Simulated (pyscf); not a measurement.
**Routes from HO–Si(F)(F)–F + H₂**

Candidate steps break at most two bonds and form at most two. Each was searched with GFN2-xTB (tblite) first. Structures and frequencies: ωB97X-D3(BJ)/def2-SVP in PySCF. Energies: ωB97M-D3(BJ)/def2-TZVP, kcal/mol, from the separated reactants, singlet surface; ΔG‡ with ideal gas, 1 atm, RRHO with modes under 100 cm⁻¹ raised to 100, one conformer, R ln 2 for chiral ones without a mode under 150 cm⁻¹.

```tsv
products	type	ΔE‡	ΔE	ΔG‡ 298 K	ΔG‡ 900 K	ν‡ (cm⁻¹)
F–SiH(F)–F + H₂O	four-centre exchange	53.5	+22.5	63.8	83.3	1391i
HO–SiH(F)–F + HF	four-centre exchange	58.0	+30.9	68.7	88.2	1065i
HO–Si(F)(F)–F + H₂	four-centre exchange	67.0	0.0	74.5	91.6	2616i
```

Row 1: On the product side the descent ends in a complex, 5.1 kcal/mol under the separated species and 36.5 kcal/mol under the saddle at ωB97X-D3(BJ)/def2-TZVP. Row 2: On the product side the descent ends in a complex (not fully relaxed), 6.6 kcal/mol under the separated species and 34.3 kcal/mol under the saddle at ωB97X-D3(BJ)/def2-TZVP. 

Plain bond fissions and candidates not yet searched are not listed, and one of them may be faster. Each barrier is that of the saddle found; lower ones may exist.
